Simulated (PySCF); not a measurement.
# CH3BrO: the cost of one run

Computed with PySCF 2.14.0; each step states its level. No surroundings beyond the atoms listed, unless a continuum is named. Atoms count from 0, parts from 1.

## 1. Starting point

6 atoms, charge 0, multiplicity 1; geometry: GFN2-xTB. Parts: 1 = atoms 0–1, `Br`, charge 0; 2 = atoms 2–5, `C=O`, charge 0.

## 2. Geometry optimisation at PBE0-D3(BJ)/def2-TZVPD

The job: settings as JSON, then the geometry in Å.

```
{"job": {"xc": "PBE0", "basis": "def2-TZVPD", "d3": "d3bj", "grid": 3, "kind": "geom", "shake": 0.01}, "charge": 0, "multiplicity": 1, "parts": [{"atoms": "0-1", "charge": 0, "multiplicity": 1}, {"atoms": "2-5", "charge": 0, "multiplicity": 1}]}
Br     0.558537     0.827869     0.300850
H     -0.225606    -0.075716    -0.458185
C     -1.748982    -2.305909    -0.230806
O     -1.270177    -1.499169    -1.005692
H     -1.499349    -2.268084     0.842178
H     -2.382277    -3.130350    -0.531240
```

Started as:

```
OMP_NUM_THREADS=1 python cluster_run.py task.json out
```

The driver reads the jobs from task.json and runs them one after another.

**Question.** How long does this first job take on 1 thread of Arm Neoverse N1, shared host, and how much memory does it need?

About 2.3 min, with a peak of 0.62 GiB.
